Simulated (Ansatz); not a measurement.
# CH₆Si (singlet): from Hartree-Fock to the top rungs, 6-31G*

An exercise on one series of results from a longer session: the logs are not shown, and one member is left open.

Method: 6-31G*, core rule «outside noble gas», up to 6 orbitals frozen; program: Ansatz 0.2.0, Gaussian basis.

The runs, in order: UHF; CCSD(T) on RHF; BCCD(T) on RHF; CISD; CCSDT(Q) on RHF; CCSDTQ on RHF; CASSCF and MRCISD+Q, 8 electrons in 8 orbitals; CASSCF and NEVPT2, 8 electrons in 8 orbitals.

19 further runs of the same task are left out: 2 that didn't finish, 17 set aside as unsound or not needed.

## The system

The geometry is an MP2(full)/6-31G* stationary point (not a proven minimum).

8 atoms, charge 0, spin multiplicity 1.

Atoms are counted from 1 here; the program's logs count them from 0.

Bond lengths: C1–Si2 1.880 Å, C1–H3 1.092 Å, C1–H4 1.092 Å, C1–H5 1.092 Å, Si2–H6 1.486 Å, Si2–H7 1.486 Å, Si2–H8 1.486 Å. Angles: Si2–C1–H3 111.0°, Si2–C1–H4 111.0°, Si2–C1–H5 111.0°, H3–C1–H4 107.9°, H3–C1–H5 107.9°, H4–C1–H5 107.9°, C1–Si2–H6 110.6°, C1–Si2–H7 110.6°, C1–Si2–H8 110.6°, H6–Si2–H7 108.3°, H6–Si2–H8 108.3°, H7–Si2–H8 108.3°.

The first run:

in.yaml

```yaml
crystal:
  periodic: [false, false, false]
  atoms:
    - {symbol: C, position_ang: [0.000000, 0.000000, -1.276165]}
    - {symbol: Si, position_ang: [0.000000, 0.000000, 0.604004]}
    - {symbol: H, position_ang: [0.000000, -1.019762, -1.668062]}
    - {symbol: H, position_ang: [-0.883140, 0.509881, -1.668062]}
    - {symbol: H, position_ang: [0.883140, 0.509881, -1.668062]}
    - {symbol: H, position_ang: [0.000000, 1.391234, 1.126983]}
    - {symbol: H, position_ang: [-1.204844, -0.695617, 1.126983]}
    - {symbol: H, position_ang: [1.204844, -0.695617, 1.126983]}
basis:
  gaussian: {orbitals: "6-31G*"}
magnetization: {spin_polarized: true, initial_magnetization: 0}
hamiltonian: {xc: hf}
output: {orbitals: {seedname: orbitals}}
```

Started as:

```console
ansatz run in.yaml --threads 1 --pin off --events-out ev --progress --plain --max-ram 4160MiB --backend cpu
```

Among the steps run: UHF; CCSD(T) on RHF; BCCD(T) on RHF; CISD; CCSDT(Q) on RHF; CCSDTQ on RHF; CASSCF and MRCISD+Q, 8 electrons in 8 orbitals; CASSCF and NEVPT2, 8 electrons in 8 orbitals.

One of the session's tables, all rows but one given; the rest of the session is left out.

| method | from RCCSDTQ (kcal/mol) |
| --- | --- |
| RHF | +161.00 |
| RMP2 | +27.35 |
| CISD | +16.70 |
| RCCSD | +4.33 |
| RCCSD(T) | +0.67 |
| BCCD(T) | ? |
| RCCSDT | +0.13 |
| RCCSDT(Q) | 0.00 |
| RCCSDTQ | 0 |
| CASSCF frontier | +109.31 |
| NEVPT2 frontier | +26.83 |
| MRCISD frontier | +8.36 |
| MRCISD+Q frontier | +0.76 |

**Question.** Estimate the row for BCCD(T).

**Answer.** from RCCSDTQ (kcal/mol): +0.64. In the column «from RCCSDTQ (kcal/mol)» it lies between RCCSDT (+0.13) and RCCSD(T) (+0.67).
